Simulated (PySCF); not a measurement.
Atoms are numbered as in `[CH2:1]=[C:2]=[CH:3][CH:4]=[CH2:5]`. Each H is labelled by its parent atom. Ha(C5) is cis to C3; Hb(C5) is trans to C3.

GIAO shifts from PySCF on PBE0-D3(BJ)/def2-SVP geometries (one conformer, non-relativistic, equivalent nuclei averaged), against TMS at the same level and in the same medium; PCM means IEF-PCM chloroform.

Measured (solution, not stated per compound (mostly CDCl3 or CCl4); Pretsch, Buehlmann, Badertscher, Structure Determination of Organic Compounds, 4th ed. (2009)): H(C4) 6.31, Hb(C5) 4.99, Ha(C5) 5.19 ppm.

**Question.** Which unscaled values do B97-2/pcSseg-2, gas; PBE0/pcSseg-1, PCM; WP04/pcSseg-1, PCM; wB97X-D/pcSseg-1, PCM give, and how close are they?

**Answer.** 
```csv
atoms,measured,"B97-2/pcSseg-2, gas","PBE0/pcSseg-1, PCM","WP04/pcSseg-1, PCM","wB97X-D/pcSseg-1, PCM"
H(C4),6.31,6.48,6.37,6.00,6.36
Hb(C5),4.99,5.13,5.38,5.12,5.41
Ha(C5),5.19,5.34,5.53,5.23,5.56
```

Mean absolute error for ¹H: B97-2/pcSseg-2, gas 0.15, PBE0/pcSseg-1, PCM 0.26, WP04/pcSseg-1, PCM 0.16, wB97X-D/pcSseg-1, PCM 0.28 ppm.
